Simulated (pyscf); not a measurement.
H₃C–Ag + silane (SiH₄) → methylsilane (H₃C–SiH₃) + AgH (four-centre exchange; singlet surface; Ag–C, H–Si broken, C–Si, Ag–H formed). Single points on ωB97X-D3(BJ)/def2-SVP structures (PySCF, gas phase). Energies in kJ/mol from the separated reactants.

```
level                      barrier  reaction energy
----------------------  ----------  ---------------
PBE/def2-TZVP                 52.0            -26.3
r²SCAN/def2-TZVP        (withheld)            -30.4
B3LYP-D3(BJ)/def2-TZVP        75.8            -27.8
PBE0-D3(BJ)/def2-TZVP         61.2            -33.7
M06-2X/def2-TZVP             117.4            -32.5
ωB97M-D3(BJ)/def2-TZVP  (withheld)       (withheld)
```

Q: Some entries are withheld; supply them.

A: 
- r²SCAN/def2-TZVP, barrier: 38.4
- ωB97M-D3(BJ)/def2-TZVP, barrier: 74.5
- ωB97M-D3(BJ)/def2-TZVP, reaction energy: -38.3

The functionals in the table span 78.9 kJ/mol in this barrier, from r²SCAN to M06-2X. On the reactant side the descent ends in an adduct with a Ag–Si, Ag–H contact, 60.0 kJ/mol under the separated species and 112.7 kJ/mol under the saddle at ωB97X-D3(BJ)/def2-TZVP. On the product side the descent ends in an adduct with a Ag–Si contact, 36.1 kJ/mol under the separated species and 123.6 kJ/mol under the saddle at ωB97X-D3(BJ)/def2-TZVP. What is counted as formed (Ag–H) is already present as a longer contact in the reactant adduct; forming that adduct is a step of its own. At ωB97X-D3(BJ)/def2-TZVP the barrier from the zero used here is 52.7 kJ/mol. One saddle was located; it need not be the lowest between these sides. Elements past Kr carry the def2 core potentials, without spin-orbit coupling.
